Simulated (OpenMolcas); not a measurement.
# NH3 (ammonia): levels of theory compared

Aim: a comparison of 6 runs (UHF/STO-3G, PBE/STO-3G, PBE0/STO-3G, UB3LYP/STO-3G, UPBE/STO-3G, ACPF/STO-3G) of NH3 (ammonia). 

The calculation is run with OpenMolcas 26.06.

## 1. Starting point

The species is NH3 (4 atoms), meant as a singlet with charge 0. SMILES: `N`. The N1–H4 distance was set to 1.519 Å, away from the relaxed value. At this shape a bond of the SMILES string is far longer than usual.

Bond lengths: N1–H2 1.013 Å, N1–H3 1.013 Å. Angles: H2–N1–H3 107.1°. A long bond or contact: N1–H4 1.519 Å.

## 2. A single-point energy at UHF/STO-3G (run 1)

Input file struct.xyz:

```xyz
4

N     -0.338349     0.197060     0.537033
H      0.222031    -0.354230     1.175283
H     -1.155919    -0.354350     0.307193
H      0.466920     0.354280    -0.741200
```

Input file job.input:

```
>>> EXPORT MOLCAS_PRINT=2
&GATEWAY
BasLib = $CurrDir
Coord = struct.xyz
Basis = STO-3G
Group = NoSym
&SEWARD
&SCF
UHF
Thresholds = 1e-10 1e-07 1e-07 1e-05
Scramble = 0.25
PrOrbitals = 1 1
```

The basis set STO-3G is read from a file made from the Basis Set Exchange's data (not shown).

Run with:

```console
export MOLCAS_MEM=1860
pymolcas job.input > job.log
```

Log:

```text
--- Start Module: gateway ---
[...]
--- Stop Module: gateway /rc=_RC_ALL_IS_WELL_ ---
--- Start Module: seward ---
[...]
      Basis functions            8
--- Stop Module: seward /rc=_RC_ALL_IS_WELL_ ---
--- Start Module: scf ---
[...]
       Convergence after  22 Iterations
[...]
::    Total SCF energy                                -55.3394351010
[...]
      Total spin, S                                     0.2630704708
[...]
      Total electronic charge=   10.000000
      Total            charge=   -0.000000
[...]
      Dipole Moment (debye):
      Origin of the operator (angstrom)=   -0.3059    0.1411    0.4855
                   X=  1.4418E-01               Y= -1.6833E+00               Z= -2.2861E-01           Total=  1.7048E+00
      Quadrupole Moment (debye*angstrom):
[...]
--- Stop Module: scf /rc=_RC_ALL_IS_WELL_ ---
[...]
```

Wall time 1.9 s (1 thread of Arm Neoverse V1, shared host); peak memory 0.37 GiB.

## 3. The energy at PBE/STO-3G (run 2)

struct.xyz is that of step 2.

Input file job.inp:

```
&GATEWAY
BasLib = $CurrDir
Coord = struct.xyz
Basis = STO-3G
Group = NoSym
&SEWARD
GridInput
Grid=UltraFine
End of Grid
&SCF
KSDFT = PBE
Thresholds = 1e-10 1e-07 1e-07 1e-05
PrOrbitals = 1 1
```

The basis set STO-3G is read from a file made from the Basis Set Exchange's data (not shown).

Run with:

```console
export MOLCAS_MEM=1860
pymolcas job.inp > job.log
```

Log:

```text
--- Start Module: gateway ---
[...]
--- Stop Module: gateway /rc=_RC_ALL_IS_WELL_ ---
--- Start Module: seward ---
[...]
      Basis functions            8
--- Stop Module: seward /rc=_RC_ALL_IS_WELL_ ---
--- Start Module: scf ---
[...]
       Convergence after  12 Iterations
[...]
::    Total KS-DFT energy                             -55.6262993690
[...]
      Total spin, S                                     0.0000000000
[...]
      Total electronic charge=   10.000000
      Total            charge=   -0.000000
[...]
      Dipole Moment (debye):
      Origin of the operator (angstrom)=   -0.3059    0.1411    0.4855
                   X=  2.5177E-01               Y= -1.6623E+00               Z= -3.9940E-01           Total=  1.7280E+00
      Quadrupole Moment (debye*angstrom):
[...]
--- Stop Module: scf /rc=_RC_ALL_IS_WELL_ ---
[...]
```

Run time: 3.6 s. Hardware: 1 thread of Arm Neoverse V1, shared host; peak memory 0.37 GiB.

Run 3 isn't shown in full; the table further down has it.

## 4. A single-point energy at UB3LYP/STO-3G (run 4)

struct.xyz is that of step 3.

Input file job.input:

```
&GATEWAY
 BasLib
 $CurrDir
 Coord
 struct.xyz
 Basis
 STO-3G
 Group
 NoSym

&SEWARD
 GridInput
 Grid=UltraFine
 End of Grid

&SCF
 UHF
 KSDFT
 B3LYP
 Thresholds
 1e-10 1e-07 1e-07 1e-05
 Scramble
 0.25
 PrOrbitals
 1 1
```

The basis set STO-3G is read from a file made from the Basis Set Exchange's data (not shown).

Run with:

```console
export MOLCAS_MEM=1860
pymolcas job.input > job.log
```

Log:

```text
--- Start Module: gateway ---
[...]
--- Stop Module: gateway /rc=_RC_ALL_IS_WELL_ ---
--- Start Module: seward ---
[...]
      Basis functions            8
--- Stop Module: seward /rc=_RC_ALL_IS_WELL_ ---
--- Start Module: scf ---
[...]
       Convergence after  15 Iterations
[...]
::    Total KS-DFT energy                             -55.6968010051
[...]
      Total spin, S                                    -0.0000000000
[...]
      Total electronic charge=   10.000000
      Total            charge=   -0.000000
[...]
      Dipole Moment (debye):
      Origin of the operator (angstrom)=   -0.3059    0.1411    0.4855
                   X=  2.5503E-01               Y= -1.6647E+00               Z= -4.0458E-01           Total=  1.7320E+00
      Quadrupole Moment (debye*angstrom):
[...]
--- Stop Module: scf /rc=_RC_ALL_IS_WELL_ ---
[...]
```

It took 6 s on 1 thread of Arm Neoverse V1, shared host; peak memory 0.37 GiB.

Run 5 isn't shown in full; the table further down has it.

## 5. The energy at ACPF/STO-3G (run 6)

struct.xyz is that of step 4.

Input file job.inp:

```
&GATEWAY
BasLib
$CurrDir
Coord
struct.xyz
Basis
STO-3G
Group
NoSym
&SEWARD
&SCF
Thresholds
1e-10 1e-07 1e-07 1e-05
PrOrbitals
1 1
&MOTRA
Frozen
1
&GUGA
Electrons
8
Spin
1
Inactive
4
Active
0
CIAll
1
&CPF
ACPF
```

The basis set STO-3G is read from a file made from the Basis Set Exchange's data (not shown).

Run with:

```console
export MOLCAS_MEM=1860
pymolcas job.inp > job.log
```

Log:

```text
--- Start Module: gateway ---
[...]
--- Stop Module: gateway /rc=_RC_ALL_IS_WELL_ ---
[...]
      Basis functions            8
[...]
       Convergence after  11 Iterations
[...]
::    Total SCF energy                                -55.3331406369
[...]
      Total spin, S                                     0.0000000000
[...]
      *** WARNING: Default frozen orbitals is overwritten by user input.
      *** Default values:   1
[...]
--- Start Module: guga ---
[...]
--- Stop Module: guga /rc=_RC_ALL_IS_WELL_ ---
--- Start Module: cpf ---
[...]
      Active orbitals                            0       0
[...]
      Spin quantum number                      0.0
[...]
     FINAL ACPF ENERGY         -55.44042133
     FINAL CORRELATION ENERGY   -0.10728070  REFERENCE ENERGY     -55.33314064
[...]
      Title:  ACPF natural orbitals
[...]
      Total electronic charge=   10.000000
      Total            charge=   -0.000000
[...]
      Dipole Moment (debye):
      Origin of the operator (angstrom)=   -0.3059    0.1411    0.4855
                   X=  1.4521E-01               Y= -1.6562E+00               Z= -2.3026E-01           Total=  1.6784E+00
      Quadrupole Moment (debye*angstrom):
[...]
--- Stop Module: cpf /rc=_RC_ALL_IS_WELL_ ---
[...]
```

It took 1.8 s on 1 thread of Arm Neoverse V1, shared host; peak memory 0.37 GiB.

## 6. All runs side by side

```csv
run,level,scramble,integration grid,energy (Eh),dipole moment (D) of the reference,HOMO energy (eV),LUMO energy (eV),wall time
1,UHF/STO-3G,0.25,–,-55.339435,1.70,-8.78,9.40,1.9 s
2,PBE/STO-3G,–,UltraFine,-55.626299,1.73,-2.19,1.97,3.6 s
3,PBE0/STO-3G,–,UltraFine,-55.632053,1.75,-4.18,3.39,3 s
4,UB3LYP/STO-3G,0.25,UltraFine,-55.696801,1.73,-3.94,2.95,6 s
5,UPBE/STO-3G,0.25,UltraFine,-55.626299,1.73,-2.19,1.97,5.1 s
6,ACPF/STO-3G,–,–,-55.440421,1.72,-9.10,8.55,1.8 s
```

## 7. Outcome

```
                                         quantity         value
                              run 6: total energy  -55.44042 Eh
        run 6: dipole moment (mean-field density)        1.72 D
       run 6: HOMO energy (Hartree–Fock orbitals)      -9.10 eV
       run 6: LUMO energy (Hartree–Fock orbitals)       8.55 eV
     run 6: HOMO–LUMO gap (Hartree–Fock orbitals)      17.66 eV
run 6: correlation energy (1 core orbital frozen)    -107.3 mEh
```

In words: Over runs 1, 2, 3, 4, 5 the dipole moment (its size) runs from 1.70 D (UHF/STO-3G) to 1.75 D (PBE0/STO-3G). Over runs 1, 2, 3, 4, 5 the HOMO–LUMO gap runs from 4.16 eV (PBE/STO-3G) to 18.18 eV (UHF/STO-3G). Totals of different functionals can't be ranked against each other. In runs 1, 2, 3, 4, 5, 6 the basis is minimal, so the values are rough. Spin contamination of the reference: run 1 ⟨S²⟩ = 0.33. All runs together took 21 s, the longest 6 s.
